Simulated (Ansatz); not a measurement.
Species: C2H, charge 0, multiplicity 2. It need not be the lowest isomer of its formula. SMILES: [C]#C
Geometry: optimised at B3LYP-D3(BJ)/def2-TZVP (Ansatz, an electronic-structure program).

Property: atomisation energy (electronic, to ground-state atoms), in kcal/mol. Correlated levels leave the core frozen unless marked. Open shells are spin-unrestricted. No spin-orbit coupling. Non-relativistic unless marked X2C. The coupled-cluster limit lacks core correlation, which all-electron functionals hold. CBS marks a two-point X^-3 extrapolation of the correlation energy; Hartree-Fock from the larger set.

The UHF reference is spin-contaminated (<S^2> 0.36 over the pure value in the largest basis). The T1 diagnostic of CCSD in the largest basis is 0.062, which is high, so the coupled-cluster rows are less sure than usual.

```json
[
 {"level": "revPBE-D3(BJ)/def2-TZVPD", "program": "Ansatz + dftd3", "atomisation energy (kcal/mol)": "[?]"},
 {"level": "r2SCAN-D3(BJ)/def2-TZVPD", "program": "Ansatz + dftd3", "atomisation energy (kcal/mol)": "266.4"},
 {"level": "r2SCANh/def2-TZVPD", "program": "Ansatz", "atomisation energy (kcal/mol)": "263.0"},
 {"level": "SCS-MP2/def2-TZVPPD", "program": "Ansatz", "atomisation energy (kcal/mol)": "246.7"},
 {"level": "CCSD/aug-cc-pVTZ", "program": "Ansatz", "atomisation energy (kcal/mol)": "249.1"},
 {"level": "X2C-CCSD(T)/cc-pVTZ-DK", "program": "Ansatz", "atomisation energy (kcal/mol)": "[?]"},
 {"level": "CCSD(T)/CBS(def2-TZVPPD,def2-QZVPPD)", "program": "Ansatz", "atomisation energy (kcal/mol)": "263.0"}
]
```

Question: Fill in the missing entries.

Answer: 
- revPBE-D3(BJ)/def2-TZVPD, atomisation energy (kcal/mol): 267.9
- X2C-CCSD(T)/cc-pVTZ-DK, atomisation energy (kcal/mol): 254.4
